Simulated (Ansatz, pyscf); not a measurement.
`[NH2][BH][OH]` → `[BH]=[O]` + `[NH3]`, an elimination on the singlet surface: B–N, H–O broken, H–N formed. Single points on ωB97X-D3(BJ)/def2-SVP structures (PySCF, gas phase). Wave-function energies: Ansatz (a program for electronic structure), frozen core, RHF or UHF references. In kcal/mol, from the reactant's lowest minimum found.

Cost: rough CPU time of the saddle's run relative to CCSD(T)/cc-pV(D+d)Z, from one job on a shared machine, with the HF step and its search for lower states.

```json
[
 {"level": "PBE/def2-TZVP", "barrier": "43.63", "reaction energy": "+38.65", "cost": "–"},
 {"level": "ωB97M-D3(BJ)/def2-TZVP", "barrier": "49.45", "reaction energy": "+39.26", "cost": "–"},
 {"level": "CCSD(T)/cc-pV(D+d)Z", "barrier": "48.08", "reaction energy": "+34.00", "cost": "1"},
 {"level": "CCSDT(Q)/cc-pV(D+d)Z", "barrier": "___", "reaction energy": "___", "cost": "100"},
 {"level": "CCSD(T)/cc-pV(T+d)Z", "barrier": "49.59", "reaction energy": "+37.99", "cost": "11"},
 {"level": "CCSD(T)/cc-pV(Q+d)Z", "barrier": "___", "reaction energy": "+38.11", "cost": "–"}
]
```

Q: Fill in the missing entries.

A: 
- CCSDT(Q)/cc-pV(D+d)Z, barrier: 47.77
- CCSDT(Q)/cc-pV(D+d)Z, reaction energy: +33.68
- CCSD(T)/cc-pV(Q+d)Z, barrier: 50.22

In cc-pV(D+d)Z, going from CCSD(T) to CCSDT(Q) shifts the barrier by -0.32 and the reaction energy by -0.32 kcal/mol. With HF in the quadruple-zeta basis and the correlation energy extrapolated as X⁻³ from X = 3, 4, CCSD(T) gives 50.33 and +38.34; adding the double-zeta shift gives ΔE‡ = 50.01 and ΔE = +38.03 kcal/mol, without core correlation, relativity or geometry relaxation at these levels. On the reactant side the descent ends in a point that may be a rotor saddle (no frequency run), 1.80 kcal/mol over the lowest minimum found and 48.41 kcal/mol under the saddle at ωB97X-D3(BJ)/def2-TZVP. On the product side the descent ends in an adduct with a B–N contact, 8.17 kcal/mol under the separated species and 17.76 kcal/mol under the saddle at ωB97X-D3(BJ)/def2-TZVP. What is counted as broken (B–N) persists as a longer contact in the product adduct; parting that adduct is a step of its own. One saddle was located; it need not be the lowest between these sides.
